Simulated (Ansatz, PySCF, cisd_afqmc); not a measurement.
Species: CHN, charge 0, singlet. CHN (SMILES [C-]#[NH+]).
B3LYP-D3(BJ)/def2-TZVP minimum from Ansatz (a quantum-chemistry and plane-wave program):
```xyz
3

C      0.0000     0.0000    -0.7364
N      0.0000     0.0000     0.4276
H      0.0000     0.0000     1.4250
```

Atomisation energy term by term, kcal/mol (programs: Ansatz, cisd_afqmc). Radicals and triplets start from unrestricted determinants; spin-orbit coupling is neglected. Cores are frozen in correlated methods. Rows without X2C or -DK are non-relativistic. AFQMC is phaseless with a CISD trial state; ± is one standard error, without the phaseless bias. Outlying blocks are dropped, and bars are widened where a walk drifts. Over all cases where full CI ran beside it in this data, AFQMC minus full CI had a median of +0.1 mEh and passed +0.4 mEh in a tenth of the cases. CBS(X,Y): correlation extrapolated as X^-3, Hartree-Fock from the larger set (Q,5: extrapolated as (X+1)exp(-9√X)). A bracket is a step between two methods taken in the basis named. '+ core + X2C': CCSD(T) terms for core correlation (cc-pwCVTZ) and scalar relativity (cc-pVTZ-DK). Where a partner has so few electrons that a lower coupled-cluster level is exact, that level stands in.

| term | basis | kcal/mol |
|---|---|---|
| Hartree-Fock | CBS(cc-pVQZ,cc-pV5Z) | 189.83 |
| CCSD correlation | CBS(cc-pVQZ,cc-pV5Z) | 97.87 |
| (T) | CBS(cc-pVQZ,cc-pV5Z) | 8.76 |
| CCSDT(Q) - CCSD(T) | cc-pVQZ | 0.21 |
| CCSDTQ - CCSDT(Q) | cc-pVDZ | -0.08 |
| core correlation | cc-pwCVTZ | 1.47 |
| scalar relativity | X2C, cc-pVTZ-DK | -0.26 |
| minus zero-point energy | Hessian by PySCF at B3LYP-D3(BJ)/def2-TZVP | -9.76 |
| sum: D0 |  | 288.0 |

The step beyond CCSD(T) by other levels: CCSDTQ in cc-pVDZ 0.52; AFQMC/CISD in cc-pVDZ 0.46 ± 0.25; CCSDT(Q) in cc-pVDZ 0.59; AFQMC/CISD in cc-pVTZ 0.05 ± 0.25; CCSDT(Q) in cc-pVTZ 0.26 kcal/mol.
